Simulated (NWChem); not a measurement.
Excited singlets of C$_{2}$H$_{3}$F by symmetry

SMILES: C(=C)F
```xyz
6

C      1.1815    -0.1871     0.0000
C     -0.1259    -0.4075     0.0000
F     -1.0213     0.5743     0.0000
H      1.5823     0.8287     0.0000
H      1.8700    -1.0325     0.0000
H     -0.5944    -1.3973     0.0000
```
Charge 0, spin multiplicity 1.

Program: NWChem. The geometry was optimised at PBE0/def2-SVP, a minimum by its harmonic frequencies.

Basis set: def2-SVPD. Symmetry labels belong to the abelian group Cs used in the runs, with the axes of the coordinates shown. Entries are the lowest vertical excitation energy of each symmetry in eV (for CIS and TDDFT among the lowest few roots); a state of one symmetry need not have the same character in every method. Symmetries that some method's roots don't reach, or where a double excitation leads the EOM-CCSD root, are left out.

The correlated methods keep 3 core orbitals frozen. B3LYP has NWChem's definition, with VWN1-RPA local correlation. The structure started from a generated list of species. Coupled-cluster values serve here as a point of comparison, not as the truth.

```
method           a"    a'
-------------  ----  ----
CIS            7.93  8.27
TD-PBE         6.95  7.52
TD-B3LYP       7.16  7.62
TDA-BHandHLYP  7.54  8.25
EOM-CCSD       7.79  8.28
```
